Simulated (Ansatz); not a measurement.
Consider the substitution at a C–C bond: `CCCCC(C)C` + HCl → `CC(C)CCCl` + ethane.

Calculated with Ansatz (gas phase, PBE0-D4/def2-TZVP geometries, no zero-point term in ΔE). CBS: MP2 limit from def2 TZ/QZ plus the TZ coupled-cluster correction, frozen cores. This one scheme is used for every species. Functionals use def2-TZVPP. One conformer a species, not always the lowest.

Question: Is it downhill or uphill in electronic energy at CCSD(T)/CBS, and by how much? (Best estimate.)

Answer: Computed: Uphill: ΔE = +0.17 eV.

Question: What do these levels give: BLYP-D4, BHLYP-D4, BLYP, PBE0, CCSD/def2-TZVPP, HF/def2-QZVPP? (Best estimate.)

Answer: Computed: BLYP-D4 0.06, BHLYP-D4 0.11, BLYP 0.03, PBE0 0.11, CCSD/def2-TZVPP 0.19, HF/def2-QZVPP 0.10 eV.

Largest T1 diagnostic among the species: 0.009.

From PBE to PBE0 (25 % exact exchange), in def2-TZVPP and without D4, ΔE moves by +0.03 eV. Leaving LDA and LC-ωPBE aside and taking each functional with its dispersion term where it has one, the values, not all of them listed here, spread over 0.09 eV, from BLYP-D4 to PBE-QIDH. LDA lies +0.09 eV from PBE without D4. In def2-TZVPP, CCSD(T) changes the Hartree–Fock value by +0.09 eV (the triples alone add −0.01 eV) and MP2 by +0.08 eV.
